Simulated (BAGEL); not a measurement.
# HF/3-21G (density fitting with qzvpp-jkfit) run of NO+ (SMILES N#[O+])

Aim: the vertical singlet–triplet gap of NO+ at HF/3-21G (density fitting with qzvpp-jkfit), from 2 runs. 

Program for the calculation: BAGEL 1.2.2.

2 further runs of the same task are left out: 2 set aside as unsound or not needed. Runs told in other sessions of the task aren't counted.

### Step 1. Starting point

NO+: 2 atoms, total charge +1, spin state singlet. SMILES: `N#[O+]`. The bond length is the measured one.

Bond lengths: N1–O2 1.063 Å.

### Step 2. A single-point energy at HF/3-21G (density fitting with qzvpp-jkfit)

Input file calc.json:

```json
{ "bagel": [

{
  "title": "molecule",
  "basis": "3-21g",
  "df_basis": "qzvpp-jkfit",
  "angstrom": true,
  "geometry": [
    { "atom": "N", "xyz": [       0.000000,       0.000000,       0.000000 ] },
    { "atom": "O", "xyz": [       0.000000,       0.000000,       1.063220 ] }
  ]
},

{
  "title": "hf",
  "charge": 1
},

{
  "title": "print",
  "file": "orbitals.molden",
  "orbitals": true
}

]}
```

On the command line:

```
BAGEL_NUM_THREADS=1 BAGEL calc.json > calc.out
```

The program printed:

```text
* using 1 threads per process

  ===============================================================
  ===============================================================

  *** Geometry ***

  { "atom" : "N", "xyz" : [      0.000000,      0.000000,      0.000000 ] },
  { "atom" : "O", "xyz" : [      0.000000,      0.000000,      2.009195 ] },

  Number of auxiliary basis functions:      154

  Since a DF basis is specified, we compute 2- and 3-index integrals:
    o Being stored without compression. Storage requirement is 0.000 GB

  Number of basis functions:       18
  Number of electrons      :       15

    * METHOD: MOLECULE                             0.04

  *** RHF ***

  === Nuclear Repulsion ===
    27.8718645224

      * DIIS with orbital gradients will be used.

  === RHF iteration (3-21g) ===
      0       -128.09689210          0.03484055           0.00
      1       -128.12382835          0.02700880           0.00
      2       -128.13576892          0.00673876           0.00
      3       -128.13658073          0.00048924           0.00
      4       -128.13659479          0.00005434           0.00
      5       -128.13659493          0.00000659           0.00
      6       -128.13659493          0.00000138           0.00
      7       -128.13659493          0.00000033           0.00
      8       -128.13659493          0.00000008           0.00
      9       -128.13659493          0.00000003           0.00
     10       -128.13659493          0.00000000           0.00
    * SCF iteration converged.

    * Permanent dipole moment:
           (   -0.000000,    -0.000000,     0.364225) a.u.

    * METHOD: HF                                   0.08

    * METHOD: PRINT                                0.00

  ===============================================================
```

It took 0.5 s on 1 thread of Intel Xeon Platinum 8259CL at 2.50GHz (Skylake/Cascade Lake), shared host; peak memory 0.14 GiB.

### Step 3. The triplet, same level

Input file input.json:

```json
{ "bagel": [

{
  "title": "molecule",
  "basis": "3-21g",
  "df_basis": "qzvpp-jkfit",
  "angstrom": true,
  "geometry": [
    { "atom": "N", "xyz": [    0.000000,    0.000000,    0.000000 ] },
    { "atom": "O", "xyz": [    0.000000,    0.000000,    1.063220 ] }
  ]
},
{
  "title": "uhf",
  "charge": 1,
  "nopen": 2
},
{
  "title": "print",
  "file": "orbitals.molden",
  "orbitals": true
}

]}
```

On the command line:

```
BAGEL_NUM_THREADS=1 BAGEL input.json > input.out
```

The program printed:

```text
* using 1 threads per process

  ===============================================================
  ===============================================================

  *** Geometry ***

  { "atom" : "N", "xyz" : [      0.000000,      0.000000,      0.000000 ] },
  { "atom" : "O", "xyz" : [      0.000000,      0.000000,      2.009195 ] },

  Number of auxiliary basis functions:      154

  Since a DF basis is specified, we compute 2- and 3-index integrals:
    o Being stored without compression. Storage requirement is 0.000 GB

  Number of basis functions:       18
  Number of electrons      :       15

    * METHOD: MOLECULE                             0.04

  *** Open-shell HF ***

  === Nuclear Repulsion ===
    27.8718645224

      * DIIS with orbital gradients will be used.

  === UHF iteration (3-21g) ===
      0       -127.81415295          0.07484633           0.00
      1       -127.87314417          0.04320932           0.00
      2       -127.88110866          0.04445317           0.00
      3       -127.89211415          0.00958663           0.00
      4       -127.89672158          0.00764896           0.00
      5       -127.90545231          0.00463821           0.00
      6       -127.90662069          0.00243407           0.00
      7       -127.90955397          0.00234286           0.00
      8       -127.91026676          0.00121134           0.00
      9       -127.91188184          0.00066317           0.00
     10       -127.91193305          0.00018383           0.00
     11       -127.91194708          0.00005341           0.00
     12       -127.91195491          0.00003898           0.00
     13       -127.91195967          0.00001030           0.00
     14       -127.91195967          0.00000262           0.00
     15       -127.91195967          0.00000167           0.00
     16       -127.91195967          0.00000049           0.00
     17       -127.91195967          0.00000024           0.00
     18       -127.91195967          0.00000005           0.00
     19       -127.91195967          0.00000002           0.00
     20       -127.91195967          0.00000001           0.00
    * SCF iteration converged.

    * S^2 (UHF) is 2.2538

    * Permanent dipole moment:
           (   -0.000000,    -0.000000,     0.955261) a.u.

    * METHOD: UHF                                  0.13

    * METHOD: PRINT                                0.00

  ===============================================================
```

Run time: 0.54 s. Hardware: 1 thread of Intel Xeon Platinum 8259CL at 2.50GHz (Skylake/Cascade Lake), shared host; peak memory 0.14 GiB.

### Step 4. Summary of results

At HF/3-21G (density fitting with qzvpp-jkfit):

| quantity | value |
| --- | --- |
| singlet: total energy | -128.13659 Eh |
| singlet: HOMO energy | -31.18 eV |
| singlet: LUMO energy | -8.45 eV |
| singlet: HOMO–LUMO gap | 22.73 eV |
| triplet: total energy | -127.91196 Eh |
| triplet: ⟨S²⟩ | 2.254 |
| vertical energy of the triplet above the singlet | 6.113 eV |

At this shape the triplet lies 6.11 eV (141 kcal/mol) above the singlet. ⟨S²⟩ (triplet) is 2.25 where a pure triplet has 2.00: the reference is spin-contaminated.
